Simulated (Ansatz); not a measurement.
Basis sets over 5 cases of the bond dissociation energy at PBE0 with Ansatz (Al to Cl present), each against its own reference: (a) the value in aug-cc-pV5Z; (b) the value in aug-pcseg-3; (c) the value in pcseg-4. By their distance from other large sets or by the extrapolation step the references are unsure by up to roughly 0.04 kcal/mol. B3LYP-D3(BJ)/def2-TZVP geometries; electronic energies; unrestricted open shells; no added dispersion term; no relativity. Cartesian d functions in some cases of 6-31G*, 6-31+G*, 6-31G**. (X+d) sets on Al to Cl for cc-pVXZ and aug-cc-pVXZ. 

Cases are drawn at random; left out are references unsure by over 0.33 kcal/mol, doubtful singlets, and cases whose largest runs show a restricted determinant unstable towards unrestricted orbitals, <S^2> over 0.1 too high or, where CCSD(T) ran, T1 over 0.025 (0.045 for open shells). Sets are drawn from those converged to one state in every case.

Cases (SMILES) and reference values:
- S (H2S) → [SH] (SH) + H atom: 93.27 kcal/mol (a)
- [SiH4] (SiH4) → [SiH3] (SiH3) + H atom: 91.86 kcal/mol (c)
- Cl (HCl) → Cl atom + H atom: 105.09 kcal/mol (a)
- ClC (CH3-Cl) → [CH2]Cl (CH2-Cl) + H atom: 102.54 kcal/mol (c)
- C(Cl)Cl → Cl[CH]Cl + H atom: 97.76 kcal/mol (b)

| basis | functions over def2-SVP (largest species, mean of cases) | mean signed deviation (kcal/mol) | mean absolute | largest | within 1 kcal/mol |
|---|---|---|---|---|---|
| STO-3G | 0.4 | 24.21 | 24.21 | 35.78 | 0 of 5 |
| def2-SV(P) | 0.8 | -3.50 | 3.50 | 8.44 | 0 of 5 |
| 6-31G* | 0.8 | -0.79 | 2.54 | 5.49 | 1 of 5 |
| pcseg-1 | 1.0 | -0.55 | 1.44 | 2.87 | 1 of 5 |
| 6-31+G* | 1.0 | -0.93 | 2.34 | 5.36 | 1 of 5 |
| 6-31G** | 1.0 | 0.57 | 1.78 | 2.83 | 2 of 5 |
| def2-SVPD | 1.5 | 0.16 | 0.83 | 1.43 | 3 of 5 |
| pcseg-2 | 2.2 | -0.01 | 0.34 | 0.60 | 5 of 5 |
| def2-TZVPP | 2.5 | -0.06 | 0.11 | 0.30 | 5 of 5 |
| def2-TZVPPD | 3.0 | 0.07 | 0.10 | 0.16 | 5 of 5 |

Among the sets for which every case ran a larger relative (same family, alike in diffuse functions, listed or not), the smallest listed that holds all cases within 1 kcal/mol together with them is pcseg-2, at 2.2 times the functions of def2-SVP. Largest deviations of relatives not listed, over the cases that ran them: pcseg-3 0.04, def2-QZVP 0.11, def2-QZVPP 0.11, def2-QZVPPD 0.04, pcseg-4 0.01 kcal/mol. A case lies within its reference's uncertainty of the window's edge in pcseg-1, def2-SVPD. These figures hold for the cases listed.

Ansatz is a program for electronic structure.
